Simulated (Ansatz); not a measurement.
C2H6N2O, SMILES `N=C(O)CN`. Charge 0, multiplicity 1.

```xyz
11

N     0.700   -1.563    0.902
C    -0.056   -0.718    0.344
O    -1.143   -1.140   -0.328
C     0.067    0.785    0.310
N    -0.008    1.393   -1.003
H     1.480   -1.107    1.365
H    -1.147   -2.104   -0.260
H     1.009    1.065    0.786
H    -0.736    1.199    0.929
H     0.724    1.031   -1.602
H    -0.889    1.159   -1.443
```

Problem. List the harmonic frequencies (cm⁻¹, unscaled) at PBE0-D4/def2-TZVP in Ansatz. (An estimate is asked.)

Solution. The calculation gave: 60, 255, 284, 441, 524, 587, 700, 836, 854, 902, 937, 1104, 1137, 1169, 1259, 1363, 1384, 1445, 1463, 1669, 1759, 3055, 3112, 3529, 3544, 3609, 3787.

Problem. Is this a minimum?

Solution. Yes, all 27 modes are real.

Problem. Give the ideal-gas thermochemistry at 298.15 K and 1 bar (rigid rotor, harmonic oscillator; point group C1, symmetry number 1).

Solution. Zero-point energy 243.9 kJ/mol; H(298) − E = 261.2 kJ/mol; entropy 314.1 J/(mol·K), of which translation 162.5, rotation 106.5, vibration 45.0; G(298) − E = 167.6 kJ/mol. Modes under 100 cm⁻¹ are hindered rotations or soft bends, so the harmonic entropy is rough.
